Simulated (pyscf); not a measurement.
**Four-centre exchange: H₂C⁻–F + hydrogen fluoride (HF) → hydrogen fluoride (HF) + H₂C⁻–F**

Gas phase, singlet surface, charge -1. Bonds broken: F1–C2, F3–H4. Bonds formed: F1–H4, C2–F3. Single points on ωB97X-D3(BJ)/def2-SVPD structures (PySCF, gas phase). MP2 and CC: frozen core, UHF for open shells. ΔMP2 is the change of the MP2 total energy from the triple- to the quadruple-zeta basis.

Transition state (Å):

```xyz
6

F     -0.5458     0.0956    -0.5718
C      2.2212    -0.3655    -0.0810
F     -0.1374    -1.0649     1.3543
H     -0.3836    -0.4893     0.3975
H      2.0643    -0.2966     1.0174
H      1.7564     0.5796    -0.4367
```

One imaginary mode, 226i cm⁻¹; descent along it reached the two sides named, in the forms told below.

```csv
bond,change,reactant side (Å),saddle,product side
F1–C2,breaks,1.574,2.8,3.5
F3–H4,breaks,0.981,1.143,1.430
F1–H4,forms,1.431,1.144,0.981
C2–F3,forms,3.5,2.8,1.574
```

Electronic energies relative to the separated reactants (kJ/mol):

```json
[
 {"level": "ωB97X-D3(BJ)/def2-TZVPD", "barrier": "8.7", "reaction energy": "0.0", "reverse barrier": "8.7"},
 {"level": "PBE/def2-TZVPD", "barrier": "19.6", "reaction energy": "0.0", "reverse barrier": "19.6"},
 {"level": "r²SCAN/def2-TZVPD", "barrier": "16.6", "reaction energy": "0.0", "reverse barrier": "16.6"},
 {"level": "B3LYP-D3(BJ)/def2-TZVPD", "barrier": "2.5", "reaction energy": "0.0", "reverse barrier": "2.5"},
 {"level": "PBE0-D3(BJ)/def2-TZVPD", "barrier": "22.4", "reaction energy": "0.0", "reverse barrier": "22.4"},
 {"level": "M06-2X/def2-TZVPD", "barrier": "7.7", "reaction energy": "0.0", "reverse barrier": "7.7"},
 {"level": "ωB97M-D3(BJ)/def2-TZVPD", "barrier": "9.3", "reaction energy": "0.0", "reverse barrier": "9.3"},
 {"level": "HF/def2-TZVPD", "barrier": "-15.7", "reaction energy": "0.0", "reverse barrier": "-15.7"},
 {"level": "MP2/def2-QZVPPD", "barrier": "21.7", "reaction energy": "0.0", "reverse barrier": "21.7"},
 {"level": "CCSD/def2-TZVPPD", "barrier": "1.6", "reaction energy": "0.0", "reverse barrier": "1.6"},
 {"level": "CCSD(T)/def2-TZVPPD", "barrier": "3.9", "reaction energy": "0.0", "reverse barrier": "3.9"},
 {"level": "CCSD(T)/def2-TZVPPD + ΔMP2(QZVPPD)", "barrier": "8.2", "reaction energy": "0.0", "reverse barrier": "8.2"}
]
```

With CCSD(T)/def2-TZVPPD + ΔMP2(QZVPPD) energies and thermal terms (ideal gas, 1 atm, RRHO with modes under 100 cm⁻¹ raised to 100, one conformer, R ln 2 for rigid chiral ones), in kJ/mol:

```
T (K)   ΔH‡    ΔG‡   ΔH   ΔG
-----  ----  -----  ---  ---
298    -2.9   29.6  0.0  0.0
600    -1.8   62.1  0.0  0.0
900     0.4   93.7  0.0  0.0
1200    2.8  124.4  0.0  0.0
```

On the reactant side the descent ends in a bound adduct, 99.4 kJ/mol under the separated species and 108.1 kJ/mol under the saddle at ωB97X-D3(BJ)/def2-TZVPD. On the product side the descent ends in a bound adduct, 99.4 kJ/mol under the separated species and 108.1 kJ/mol under the saddle at ωB97X-D3(BJ)/def2-TZVPD. At HF the saddle lies under the separated reactants, which points to a path from their complex (located at ωB97X-D3(BJ) alone). At HF the saddle lies under the separated products, which points to a path from their complex (located at ωB97X-D3(BJ) alone). This is the saddle that the search found; another between the same sides may lie lower. A restricted solution here is unstable towards spin polarisation, so biradical character is likely and single-reference numbers are less safe. The CCSD(T) − MP2 part came from Ansatz, without density fitting, on the same reference.
